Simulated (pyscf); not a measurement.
`[GeH3][O][GeH3]` + `[H][H]` -> `[GeH4]` + `[OH][GeH3]` (four-centre exchange; singlet surface; Ge–O, H–H broken, Ge–H, H–O formed). Single points on ωB97X-D3(BJ)/def2-SVP structures (PySCF, gas phase). Energies in eV from the separated reactants.

```tsv
level	barrier	reaction energy
ωB97X-D3(BJ)/def2-TZVP	___	+0.20
PBE/def2-TZVP	1.66	+0.03
r²SCAN/def2-TZVP	1.82	+0.13
PBE0-D3(BJ)/def2-TZVP	1.78	+0.06
M06-2X/def2-TZVP	___	___
HF/def2-TZVP	2.62	+0.08
```

**Question.** Complete the blanks.

**Answer.** 
- ωB97X-D3(BJ)/def2-TZVP, barrier: 2.01
- M06-2X/def2-TZVP, barrier: 2.03
- M06-2X/def2-TZVP, reaction energy: +0.34

The functionals in the table span 0.37 eV in this barrier, from PBE to M06-2X. One saddle was located; it need not be the lowest between these sides. Elements up to Kr have no core potential and no relativistic terms here.
